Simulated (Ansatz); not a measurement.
# C₃H₁₀N₂: small, medium and large basis sets

How large a basis does C₃H₁₀N₂ need? Two functionals are run in growing sets.

Method: one geometry, several basis sets; program: Ansatz 0.2.0, Gaussian basis.

Levels to be run: PBE0-D4/def2-SVP; ωB97M-V/def2-SVP; PBE0-D4/def2-QZVPP; ωB97M-V/def2-QZVPP; the functionals' def2-TZVPP values are taken from earlier runs.

**1. The geometry**

All runs share one geometry, relaxed beforehand with PBE0-D4 in a triple-zeta def2 set.

SMILES `CC(N)CN`, 15 atoms, charge 0, spin multiplicity 1.

Atoms are counted from 1 here; the program's logs count them from 0.

Bond lengths: C1–C2 1.516 Å, C1–H6 1.093 Å, C1–H7 1.093 Å, C1–H8 1.094 Å, C2–N3 1.459 Å, C2–C4 1.532 Å, C2–H9 1.103 Å, N3–H10 1.013 Å, N3–H11 1.012 Å, C4–N5 1.449 Å, C4–H12 1.097 Å, C4–H13 1.094 Å, N5–H14 1.012 Å, N5–H15 1.015 Å. Angles: C2–C1–H6 110.9°, C2–C1–H7 110.7°, C2–C1–H8 111.0°, H6–C1–H7 108.7°, H6–C1–H8 107.7°, H7–C1–H8 107.7°, C1–C2–N3 109.2°, C1–C2–C4 112.4°, C1–C2–H9 107.9°, N3–C2–C4 108.2°, N3–C2–H9 112.4°, C4–C2–H9 106.8°, C2–N3–H10 110.7°, C2–N3–H11 111.0°, H10–N3–H11 107.2°, C2–C4–N5 116.1°, C2–C4–H12 107.9°, C2–C4–H13 109.1° and more.

**2. PBE0-D4 in def2-SVP**

in.yaml

```yaml
crystal:
  periodic: [false, false, false]
  atoms:
    - {symbol: C, position_ang: [-1.434492, 0.388144, 0.149427]}
    - {symbol: C, position_ang: [-0.279758, -0.381079, -0.461811]}
    - {symbol: N, position_ang: [0.033172, -1.527593, 0.384539]}
    - {symbol: C, position_ang: [0.984700, 0.472621, -0.597415]}
    - {symbol: N, position_ang: [1.537282, 0.993681, 0.636477]}
    - {symbol: H, position_ang: [-1.670882, 1.273979, -0.444883]}
    - {symbol: H, position_ang: [-1.193253, 0.702714, 1.167533]}
    - {symbol: H, position_ang: [-2.335671, -0.229375, 0.197901]}
    - {symbol: H, position_ang: [-0.573228, -0.680545, -1.482432]}
    - {symbol: H, position_ang: [0.679904, -2.151562, -0.083170]}
    - {symbol: H, position_ang: [-0.800272, -2.062623, 0.593015]}
    - {symbol: H, position_ang: [1.754090, -0.138059, -1.086695]}
    - {symbol: H, position_ang: [0.782589, 1.306315, -1.276802]}
    - {symbol: H, position_ang: [0.951034, 1.731462, 1.005545]}
    - {symbol: H, position_ang: [1.543086, 0.251217, 1.327969]}
basis:
  gaussian: {orbitals: def2-SVP}
hamiltonian: {xc: pbe0, dispersion: d4}
output: {orbitals: {seedname: orbitals}}
```

Run with:

```sh
$ ansatz run in.yaml --threads 4 --pin off --events-out ev --progress --plain --max-ram 10444MiB
```

The runs that follow: ωB97M-V in def2-SVP; PBE0-D4 in def2-QZVPP; ωB97M-V in def2-QZVPP.

Before running them: what should the planned runs give, taken together? Wanted: PBE0-D4: double and triple zeta above quadruple; ωB97M-V: double and triple zeta above quadruple.

As calculated:

| quantity | value |
| --- | --- |
| PBE0-D4: double and triple zeta above quadruple | 7.46, 0.38 eV |
| ωB97M-V: double and triple zeta above quadruple | 7.82, 0.37 eV |

**Reading.** For PBE0-D4 the step from double to triple zeta gains 7.09 eV and the next only 0.38 eV. Total energies overstate the basis error of differences, where much of it tends to cancel. The LUMO of ωB97M-V is positive and keeps falling with the basis (3.16 to 1.68 eV): an unbound level that the basis holds in place.
